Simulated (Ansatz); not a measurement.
System: COS, charge 0, triplet. This triplet is an excited state, 3.4 eV above the singlet at CCSD(T)/cc-pV(5+d)Z (Ansatz, a first-principles code). COS (parent SMILES O=C=S, triplet).
B3LYP-D3(BJ)/def2-TZVP minimum from Ansatz:
```
C
O 1 1.1789
S 1 1.7751 2 123.22
```
Charge 0, spin multiplicity 3.

Total energies in aug-cc-pV(D+d)Z, 16 correlated electrons, 7 frozen orbitals. Radicals and triplets start from unrestricted determinants; spin-orbit coupling is neglected. Cores are frozen in correlated methods. No relativity. The UHF reference of COS (parent SMILES O=C=S, triplet) is spin-contaminated (<S^2> up to 0.03 over the pure value in the sets run). The spin of COS (parent SMILES O=C=S, triplet) was assumed, and the state is the lowest solution found for it.

| method | program | energy (Eh) | minus CCSDT(Q) (mEh) |
|---|---|---|---|
| HF | Ansatz | -510.21666 | 462.31 |
| MP2 | Ansatz | -510.63436 | 44.61 |
| CCSD | Ansatz | -510.65636 | 22.60 |
| CCSD(T) | Ansatz | -510.67570 | 3.27 |
| CCSDT(Q) | Ansatz | -510.67896 | 0.00 |

Rough core times of Ansatz's runs on a shared machine: CCSD(T) 30 s, CCSDT(Q) 10 min.
